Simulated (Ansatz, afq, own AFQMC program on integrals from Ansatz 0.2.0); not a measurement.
Two steps: Ansatz 0.2.0 writes the Fock matrix and Cholesky factors of the valence space, and afq projects on them the lowest state that overlaps trial and start.

```yaml
crystal:
  periodic: [false, false, false]
  atoms:
    - {symbol: N, position_ang: [0.000000, 0.000000, 1.246790]}
    - {symbol: C, position_ang: [0.000000, 0.000000, -1.749210]}
    - {symbol: H, position_ang: [0.000000, 0.863263, 1.758942]}
    - {symbol: H, position_ang: [0.000000, -0.863263, 1.758942]}
basis:
  gaussian: {orbitals: cc-pVDZ}
magnetization: {spin_polarized: false, initial_magnetization: 3}
correlation: {method: ccsd_t, electrons: outside_noble_gas, hamiltonian_folder: ham}
```

```sh
$ ansatz run in.yaml --threads 1 --pin off --events-out ev --progress --plain --max-ram 1382MiB
```

Options of the walk:

```
--method phaseless --trial hf --walkers 120 --populations 1 --least-time 40 --time-step 0.005 --steps-per-block 20 --equilibration-blocks 160 --max-blocks 600 --target-error 0.002400 --factor-cut 1e-05 --start spin_pure --seed 2529 --taylor-order 6
```

Times are imaginary, in 1/Eh. The walk had a cap of 1161 s.

Log:

```
orbitals 36  electrons 7 4  factors 249 of 358
reference energy -93.24496450 Eh
CCSD correlation -0.24336166 Eh in 13 cycles, weight of the determinant in the CISD state 0.9020
energy of the start -93.244972 Eh
 block  time / (1/Eh)  mean weight  energy / Eh
     1     0.100  0.9997  -93.306426
     2     0.200  1.0026  -93.346572
     3     0.300  1.0024  -93.386361
     4     0.400  1.0020  -93.401939
     5     0.500  1.0013  -93.428460
     8     0.800  1.0028  -93.442848
    15     1.500  1.0004  -93.480307
    57     5.700  1.0014  -93.500458
    71     7.100  1.0001  -93.522686
    99     9.900  0.9977  -93.469253
   141    14.100  1.0010  -93.498155
   183    18.300  1.0000  -93.470684
   225    22.500  1.0018  -93.477804
   267    26.700  1.0001  -93.492255
   309    30.900  0.9998  -93.471342
   351    35.100  1.0004  -93.487388
   393    39.300  1.0002  -93.472582
   435    43.500  0.9996  -93.481401
   477    47.700  0.9998  -93.470206
   519    51.900  0.9999  -93.475450
   547    54.700  0.9986  -93.449107
blocks merged  error / Eh  count
     1  0.000780  400
     2  0.001009  200
     4  0.001322  100
     8  0.001598  50
    16  0.001801  25
    32  0.002432  12
energy -93.484973 +/- 0.001801 Eh
(rows thinned)
```

The run passed its tests (sampling time, drift between the halves within three errors, error under three times the target), which doesn't prove that it has relaxed.

Against this walk (error 49.0 meV) on the same determinant: CCSD(T) 192.2 meV lower, CCSDT(Q) 217.8 meV lower, a separate phaseless walk with a CISD trial and standard settings 208.2 ± 50.3 meV lower. The error is statistical and leaves out the bias of the constraint. CCSDT(Q) is the surest value here, so the walk's 218 meV above it is most likely the bias of the constraint with this trial, which can have either sign.

Cautions: constraint bias not in the error; lower spins were not checked.

The walk took 110 s on 1 thread of Intel(R) Xeon(R) 6975P-C (Granite Rapids) (shared host). The log's last line is the phaseless energy.

CCSDT and higher add their correlation energy to the determinant of the CCSD(T) run, since their own runs factorise the integrals more tightly (a shift of under 2 meV). A walk keeps the symmetry of its determinant, which the program's search chose and which needn't be the lowest solution, so a lower state of the same spin and another symmetry isn't excluded.
